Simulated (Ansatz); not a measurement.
Total energies of AlH2(vinyl) (C2H5Al) from Ansatz at r2SCAN-D4/def2-TZVPD, gas phase (1 Eh = 27.2114 eV = 2625.5 kJ/mol). The reference geometry is relaxed at PBE0-D4/def2-TZVP.

| state | geometry | energy (Eh) |
| --- | --- | --- |
| charge 0 singlet | reference | -321.55674 |
| charge -1 doublet | reference | -321.56642 |
| free Al atom (doublet) | – | -242.33061 |
| free H atom (doublet) | – | -0.49993 |
| free C atom (triplet) | – | -37.83299 |

Q: Work out the vertical electron affinity, to the doublet.

A: E(charge 0 singlet) − E(charge -1 doublet) = -321.55674 − (-321.56642) = 0.00968 Eh = 0.26 eV.

Q: What is the binding energy per atom against free atoms?

A: Atoms: 1 × (-242.33061) + 5 × (-0.49993) + 2 × (-37.83299) = -320.49624 Eh. Binding: -320.49624 − (-321.55674) = 1.06050 Eh = 28.86 eV, or 3.61 eV for each of 8 atoms (no zero-point energy, no counterpoise term).

At r2SCAN-D4/def2-TZVPD the highest occupied level of the charge -1 doublet lies above zero (up to 1.92 eV). Energy differences disagree on whether the electron is bound (positive means bound): 0.26 eV (vertical, against the charge 0 singlet, at r2SCAN-D4/def2-TZVPD), but -0.11 eV at CCSD(T)/def2-TZVPD.
